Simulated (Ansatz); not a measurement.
A calculation with Ansatz (development build ahead of 0.2.0).

```yaml
crystal:
  periodic: [false, false, false]
  atoms:
    - { symbol: O, position_ang: [-0.40234, -0.92069, 0.97161] }
    - { symbol: O, position_ang: [-0.00527, -3.12735, 2.30267] }
    - { symbol: O, position_ang: [1.58297, 0.76711, 0.87896] }
basis:
  gaussian: { orbitals: STO-3G }
hamiltonian:
  xc: hf
correlation:
  method: fci
  frozen_orbitals: { O: 1 }
```

The input is written out in the form of the current development build from the run's settings.

Results

```
Converged          : yes
Reference energy   : -220.99044 hartree
Correlation energy : -0.42275 hartree
Total energy       : -221.41320 hartree
State              : lowest singlet root, of any spatial symmetry
```
